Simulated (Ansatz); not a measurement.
**Volume per atom of some hcp solids**

Method: r²SCAN+rVV10 (plane waves, PAW; Ansatz, an electronic-structure program). References are measured values corrected to a static lattice. The table is a random draw of 10 from 13 solids with such references.

Values in Å³/atom.

| solid | reference | r²SCAN+rVV10 | error (%) |
|---|---|---|---|
| hcp Cd | 21.01¶ | 21.33 | +1.5 |
| hcp Co | 10.96¶ | 10.53 | -3.9 |
| hcp Tl | 27.99¶ | 29.11 | +4.0 |
| hcp Zn | 14.86¶ | 14.15 | -4.8 |
| hcp Mg | 22.65¶ | 22.46 | -0.8 |
| hcp Ti | 17.50¶ | 17.17 | -1.9 |
| hcp Re | 14.62¶ | 14.59 | -0.2 |
| hcp Zr | 23.18¶ | 23.27 | +0.4 |
| hcp Os | 13.85¶ | 13.92 | +0.5 |
| hcp Hf | 22.30¶ | 22.09 | -0.9 |

Over these 10 solids the mean error is -0.6 %, the mean absolute error 1.9 % (median 1.2 %), and the worst case hcp Zn at -4.8 %; the value is too low in 6 of 10 cases. Over all 13, from unrounded values, the mean error is -0.5 % and the mean absolute error 1.5 % (median 0.8 %).

All these references are brought to a static lattice.

Spin–orbit coupling is left out, also for the solids with elements from indium on (hcp Tl, hcp Re, hcp Os, hcp Hf); its size isn't shown.

¶ marks references of a special kind: hcp Cd, 21.01 Å³/atom (measured, copied from a table, unchecked, extrapolated to 0 K and zero-point effects removed; as tabulated in Lejaeghere et al. (2013), arXiv:1204.2733); hcp Co, 10.96 Å³/atom (measured, copied from a table, unchecked, extrapolated to 0 K and zero-point effects removed; as tabulated in Lejaeghere et al. (2013), arXiv:1204.2733); hcp Tl, 27.99 Å³/atom (measured, copied from a table, unchecked, extrapolated to 0 K and zero-point effects removed; as tabulated in Lejaeghere et al. (2013), arXiv:1204.2733); hcp Zn, 14.86 Å³/atom (measured, copied from a table, unchecked, extrapolated to 0 K and zero-point effects removed; as tabulated in Lejaeghere et al. (2013), arXiv:1204.2733); hcp Mg, 22.65 Å³/atom (measured, copied from a table, unchecked, extrapolated to 0 K and zero-point effects removed; as tabulated in Lejaeghere et al. (2013), arXiv:1204.2733); hcp Ti, 17.50 Å³/atom (measured, copied from a table, unchecked, extrapolated to 0 K and zero-point effects removed; as tabulated in Lejaeghere et al. (2013), arXiv:1204.2733); hcp Re, 14.62 Å³/atom (measured, copied from a table, unchecked, extrapolated to 0 K and zero-point effects removed; as tabulated in Lejaeghere et al. (2013), arXiv:1204.2733); hcp Zr, 23.18 Å³/atom (measured, copied from a table, unchecked, extrapolated to 0 K and zero-point effects removed; as tabulated in Lejaeghere et al. (2013), arXiv:1204.2733); hcp Os, 13.85 Å³/atom (measured, copied from a table, unchecked, extrapolated to 0 K and zero-point effects removed; as tabulated in Lejaeghere et al. (2013), arXiv:1204.2733); hcp Hf, 22.30 Å³/atom (measured, copied from a table, unchecked, extrapolated to 0 K and zero-point effects removed; as tabulated in Lejaeghere et al. (2013), arXiv:1204.2733).

Differences are worked out from the printed values.

Ansatz's density-functional and Hartree–Fock values are scalar-relativistic unless marked +SOC, with PAW data made under PBE.

Ansatz's runs of these crystals have no spin polarisation, but for hcp Co. Meta-GGAs and exact exchange favour moments, which can bear on hcp Co, hcp Ti.

Density-functional runs with spin start from parallel moments for hcp Co.

Not in this set, of the hcp solids with a reference value in our tables and a result at some level: 1 for a reference at room or unstated temperature. These can be a level's best or worst cases. Solids without a released value at any level aren't counted. Cubic solids are told by their lattice constant and aren't counted here. Layered and molecular crystals are counted apart. The metals Ce to Yb are counted apart.

References as tabulated in Lejaeghere et al. (2013), arXiv:1204.2733.
